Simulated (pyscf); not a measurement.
PySCF, gas phase, ωB97X-D3(BJ)/def2-SVP geometries. MP2 and CC: frozen core, UHF for open shells. ΔMP2 is the change of the MP2 total energy from the triple- to the quadruple-zeta basis.

SMILES: C[CH2][GaH2]
```xyz
10

C      0.4484     0.2382    -0.5267
C     -0.3784    -0.7254     0.3310
Ga    -1.4989     0.1185     1.7159
H     -0.1934     0.9602    -1.0581
H      1.0470    -0.2904    -1.2879
H      1.1480     0.8288     0.0875
H     -1.0473    -1.3387    -0.3013
H      0.2740    -1.4613     0.8366
H     -1.5341     1.6856     1.8679
H     -2.3714    -0.7661     2.6819
```
Charge 0, spin multiplicity 1.

How much does it cost (ΔH, 298 K, CCSD(T)/def2-TZVPP + ΔMP2(QZVPP)) to split H₃C–CH₂–GaH₂ (SMILES C[CH2][GaH2]) at its C–C bond into CH₃• + •H₂C–GaH₂?

C–C to CH₃• + •H₂C–GaH₂: 344.9 kJ/mol. The radicals are drawn with the spin at the cut bond; how far it spreads was not checked. H₃C–CH₂–GaH₂ lies 45.8 kJ/mol over its isomer H₃C–GaH–CH₃, and others may lie lower still (electronic energy, ωB97M-D3(BJ)). •H₂C–GaH₂ lies 88.4 kJ/mol over its isomer [H₃C–GaH]•, and others may lie lower still (electronic energy, ωB97M-D3(BJ)). The CCSD(T) − MP2 part came from Ansatz, without density fitting, on the same reference. The frozen core leaves the outer d or s,p core shells of the metals and heavy elements correlated in the MP2 and CC values, and def2-TZVPP describes them poorly, which can shift differences by a few kcal/mol. Elements up to Kr have no core potential and no relativistic terms here.
